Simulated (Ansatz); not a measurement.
A made-up structure of C2H5Si (charge +1), singlet:

C1  (-0.858, 0.576, -0.606)
Si2  (0.429, 0.615, 0.361)
C3  (0.571, -0.989, 0.363)
H4  (-1.405, -0.348, -1.075)
H5  (-1.173, 1.418, -0.786)
H6  (1.244, 1.786, 1.048)
H7  (1.279, -1.266, 0.876)
H8  (-0.086, -1.792, -0.181)
(Å)

It is relaxed with PBE-D4/def2-SVP and then PBE0-D4/def2-TZVP (Ansatz 0.2.0). Atoms count as bonded within 1.22 times the sum of their covalent radii (H–H: 0.88 Å). The end point is not checked to be a true minimum.

Q: Does its bonding change? (Judge from chemistry; the calculation decides.)

A: Computed: No: no bond forms or breaks.

Where it ends: The first stage lowers the energy by 4.10 eV in 7 steps. It ends as C₂H₅Si ([CH2][SiH][CH2]), total charge +1:
```
8
angstrom
C -1.0152 0.7751 -0.7103
Si 0.3970 0.5697 0.3345
C 0.7494 -1.1568 0.4859
H -1.5041 -0.0999 -1.1334
H -1.4649 1.7269 -0.9847
H 1.1521 1.6536 0.9711
H 1.5623 -1.5870 1.0671
H 0.1235 -1.8817 -0.0302
```

Labels in which every atom is bracketed show which atoms are joined, not bond orders.

For scale, one of the runs: PBE0-D4/def2-TZVP relaxation, 129 basis functions, launched by `ansatz run in.yaml --threads 2 --pin off --events-out ev --progress --plain --max-ram 4352MiB`. Hardware: 2 CPU threads of an Arm Neoverse V1, shared host. Wall time about 17 s.
